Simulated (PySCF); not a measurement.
## Nonlinear optical response: SMILES CC=C=CF, C4H5F

Geometry (Å), atoms numbered from 1 in this order:
```xyz
10

C    -1.4390   -0.0332    0.8343
C    -0.6282    0.1925   -0.4011
C     0.6314   -0.1079   -0.5378
C     1.8725   -0.4575   -0.6908
F     2.9006    0.3630   -0.4009
H    -1.8427    0.9144    1.2023
H    -0.8425   -0.4895    1.6232
H    -2.2928   -0.6814    0.6171
H    -1.1417    0.6500   -1.2464
H     2.2027   -1.4211   -1.0604
```

Method: quadratic response CAM-B3LYP/def2-TZVPD first hyperpolarisability, Taylor convention, gas phase in PySCF. Geometry: PBE0-D3(BJ)/def2-TZVP.

Q: What is the first hyperpolarisability, and how does it disperse?

A: In au, Taylor convention; the vector part is βᵢ = ⅓ Σⱼ (βᵢⱼⱼ + βⱼᵢⱼ + βⱼⱼᵢ); β∥ is 3/5 of the vector part along the dipole, the dipole points from − to +:
| process | λ (nm) | β vector norm | β∥ | β HRS | depolarisation ratio |
| --- | --- | --- | --- | --- | --- |
| static β(0;0,0) | ∞ | 101.8 | -59.7 | 40.8 | 5.63 |
| second harmonic β(−2ω;ω,ω) | 1907 | 104.1 | -61.0 | 41.8 | 5.59 |
| Pockels β(−ω;ω,0) | 1907 | 102.5 | -60.1 | – | – |
| second harmonic β(−2ω;ω,ω) | 1064 | 109.6 | -64.3 | 44.3 | 5.48 |
| Pockels β(−ω;ω,0) | 1064 | 104.2 | -61.1 | – | – |

Q: Which lowest excitations, dipole and polarisabilities go with it?

A: S1 5.15 eV (f = 0.001); S2 6.49 eV (f = 0.001); S3 6.76 eV (f = 0.023); dipole 2.25 D; isotropic α 54.4 au static, 54.6 au at 1907 nm, 55.0 au at 1064 nm, 55.1 au at 953.5 nm, 56.9 au at 532 nm.
